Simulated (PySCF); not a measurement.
Cl4Si, charge +1, multiplicity 2. Atoms are numbered in the order given.

```xyz
5

Cl     1.1979    -1.1979     1.1185
Si     0.0000     0.0000     0.0000
Cl     1.1979     1.1979    -1.1185
Cl    -1.1979    -1.1979    -1.1185
Cl    -1.1979     1.1979     1.1185
```
Charge +1, spin multiplicity 2.

The structure is a stationary point at PBE0-D3(BJ)/def2-SVP. A frequency run showed that this geometry is not a minimum. The spin state was assumed, not searched. The isomer is the one that the SMILES or the coordinates give; other isomers of the formula were not compared.

Computed with r2SCAN/def2-TZVP (PySCF).

Atomic charges (e):

```tsv
atom	meta-Löwdin	Löwdin	Mulliken spin
Cl1	0.00	?	0.27
Si2	0.99	?	-0.07
Cl3	0.00	?	0.27
Cl4	0.00	?	0.27
Cl5	0.00	?	0.27
```

What belongs in the gaps? (Estimate from the structure and the level; the computed values follow.)


- Cl1, Löwdin: 0.53
- Si2, Löwdin: -1.12
- Cl3, Löwdin: 0.53
- Cl4, Löwdin: 0.53
- Cl5, Löwdin: 0.53

Computed Mayer and Wiberg (Löwdin basis) orders of the bonds:
| bond | Mayer | Wiberg |
|---|---|---|
| Cl1–Si2 | 1.23 | 1.88 |
| Si2–Cl3 | 1.23 | 1.88 |
| Si2–Cl4 | 1.23 | 1.88 |
| Si2–Cl5 | 1.23 | 1.88 |
